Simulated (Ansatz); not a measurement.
# AlHClO (SMILES [O][AlH][Cl]) at UPBE/STO-3G

Aim: the energy change on altering one bond length of AlHClO at UPBE/STO-3G, from 2 runs. 

The calculation is run with Ansatz 0.2.0.

60 further runs of the same task are left out: 7 that didn't finish, 53 set aside as unsound or not needed.

## (1) Starting point

AlHClO has 4 atoms, charge 0, and is taken as a doublet. SMILES: `[O][AlH][Cl]`. The coordinates come from a PBE0-D4/def2-TZVP relaxation.

Bond lengths: O1–Al2 1.729 Å, Al2–Cl3 2.081 Å, Al2–H4 1.566 Å. Angles: O1–Al2–Cl3 116.2°, O1–Al2–H4 118.8°, Cl3–Al2–H4 125.0°.

## (2) A single-point energy at UPBE/STO-3G

File input.yaml:

```yaml
crystal:
  periodic: [false, false, false]
  atoms:
    - symbol: O
      position_ang: [0.290600, -1.035900, 1.350600]
    - symbol: Al
      position_ang: [0.118400, 0.049000, 0.015600]
    - symbol: Cl
      position_ang: [-1.573200, -0.210600, -1.168800]
    - symbol: H
      position_ang: [1.219700, 1.137300, -0.217800]
basis:
  gaussian: {orbitals: STO-3G}
hamiltonian: {xc: pbe}
accuracy: high
magnetization: {spin_polarized: true, initial_magnetization: 1}
```

The run is started by

```console
$ ansatz run input.yaml --threads 1 --pin off --max-ram 2610MiB --events-out events.jsonl --progress --plain --runs-dir runs
```

Output:

```text
Warning: RAYON_NUM_THREADS=1 ignored (pool sized by the plan → 1); use --threads N
Functional definition: PBE
  name "PBE"
  parameter kappa = 0.804
  parameter beta = 0.06672455060314922
  exchange = pbe_x(kappa = kappa, mu = beta*pi^2/3)
  correlation = pbe_c(beta = beta)
432 factors; integrals over basis functions are off by at most 2.4e-8 eV
mean field evaluation 1: about -20924.5084 eV, gradient 2.0e1 eV
mean field evaluation 2: about -20906.7408 eV, gradient 5.9e1 eV
mean field evaluation 4: about -20927.6542 eV, gradient 3.7e0 eV
mean field evaluation 8: about -20927.7442 eV, gradient 3.0e-2 eV
mean field evaluation 16: about -20927.7442 eV, gradient 1.9e-5 eV
mean field evaluation 32: about -20927.6902 eV, gradient 1.4e0 eV
mean field -20927.74416860 eV, -769.0804128616 hartree, gradient 4.5e-8 eV, S^2 0.753817; 3 other end points of the search recorded, 0 dependent functions left out
reference -20927.74417017 eV, -769.0804129194 hartree; 20, 19 occupied and 4, 5 virtual orbitals, 432 factors
Total energy: -20927.74417017 eV, -769.0804129194 hartree
```

Run time: 3.3 s. Hardware: 1 thread of Arm Neoverse V1, shared host; peak memory 0.13 GiB.

## (3) The distorted shape at the same level

File in.yaml:

```yaml
crystal:
  periodic: [false, false, false]
  atoms:
    - symbol: O
      position_ang: [0.713505, -0.970999, 1.646703]
    - symbol: Al
      position_ang: [0.541305, 0.113901, 0.311703]
    - symbol: Cl
      position_ang: [-1.573200, -0.210600, -1.168800]
    - symbol: H
      position_ang: [1.642605, 1.202201, 0.078303]
basis:
  gaussian: {orbitals: STO-3G}
magnetization: {spin_polarized: true, initial_magnetization: 1}
hamiltonian: {xc: {name: PBE}}
accuracy: high
```

The run is started by

```console
$ ansatz run in.yaml --threads 1 --pin off --max-ram 2610MiB --events-out events.jsonl --progress --plain --runs-dir runs
```

Output (excerpt; [...] marks lines left out):

```text
Warning: RAYON_NUM_THREADS=1 ignored (pool sized by the plan → 1); use --threads N
[... 6 set-up lines as earlier in the session ...]
417 factors; integrals over basis functions are off by at most 2.4e-8 eV
mean field evaluation 1: about -20922.1882 eV, gradient 2.0e1 eV
mean field evaluation 2: about -20898.3673 eV, gradient 6.3e1 eV
mean field evaluation 4: about -20924.8465 eV, gradient 1.3e1 eV
mean field evaluation 8: about -20926.3962 eV, gradient 1.9e-2 eV
mean field evaluation 16: about -20926.3594 eV, gradient 1.9e-5 eV
mean field evaluation 32: about -20922.5162 eV, gradient 1.1e1 eV
mean field -20926.35937821 eV, -769.0295227535 hartree, gradient 1.9e-8 eV, S^2 0.754994; 5 other end points of the search recorded, 0 dependent functions left out
reference -20926.35937987 eV, -769.0295228145 hartree; 20, 19 occupied and 4, 5 virtual orbitals, 417 factors
Total energy: -20926.35937987 eV, -769.0295228145 hartree
```

It took 3.6 s on 1 thread of Arm Neoverse V1, shared host; peak memory 0.14 GiB.

## (4) What came out

At UPBE/STO-3G:

```
                                                           quantity          value
                                          first shape: total energy  -769.08041 Eh
                                                  first shape: ⟨S²⟩          0.754
                                      distorted shape: total energy  -769.02952 Eh
                                              distorted shape: ⟨S²⟩          0.755
energy change with the Al2–Cl3 bond stretched from 2.081 to 2.602 Å       1.385 eV
```

In words: With the Al2–Cl3 bond stretched from 2.081 to 2.602 Å the energy rises by 1.38 eV (134 kJ/mol). The first shape isn't relaxed at this level, so the change isn't measured from a minimum. The minimal basis adds a large error of its own.
